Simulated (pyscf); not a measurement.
Single points on ωB97X-D3(BJ)/def2-SVP structures (PySCF, gas phase).

Q: For HO–PH–OH + gallane (GaH₃) -> HO–GaH₂ + HO–PH₂, a four-centre exchange (singlet surface; O–P, Ga–H broken, Ga–O, H–P formed), PBE/def2-TZVP gives ΔE‡ = 46.8 kJ/mol and ΔE = -33.1 kJ/mol (zero: the separated reactants). In which direction and how far do r²SCAN/def2-TZVP, M06-2X/def2-TZVP, ωB97M-D3(BJ)/def2-TZVP move these?

A: r²SCAN: ΔE‡ = 46.7 kJ/mol, ΔE = -34.1 kJ/mol; M06-2X: ΔE‡ = 55.3 kJ/mol, ΔE = -43.7 kJ/mol; ωB97M-D3(BJ): ΔE‡ = 72.1 kJ/mol, ΔE = -29.9 kJ/mol. PBE's barrier matches one of them and lies within 25.3 kJ/mol of the others. Its reaction energy lies among theirs. On the reactant side the descent ends in an adduct with a Ga–O contact (not fully relaxed), 62.7 kJ/mol under the separated species and 122.4 kJ/mol under the saddle at ωB97X-D3(BJ)/def2-TZVP. On the product side the descent ends in a complex, 23.5 kJ/mol under the separated species and 116.7 kJ/mol under the saddle at ωB97X-D3(BJ)/def2-TZVP. What is counted as formed (Ga–O) is already present as a longer contact in the reactant adduct; forming that adduct is a step of its own. At ωB97X-D3(BJ)/def2-TZVP the barrier from the zero used here is 59.7 kJ/mol. The same reactants have a lower exit, to HO–PH–O–GaH₂ + H₂ (barrier +36.2 kJ/mol at ωB97M-D3(BJ)/def2-TZVP, against +72.1 kJ/mol here). One saddle was located; it need not be the lowest between these sides. Elements up to Kr have no core potential and no relativistic terms here.
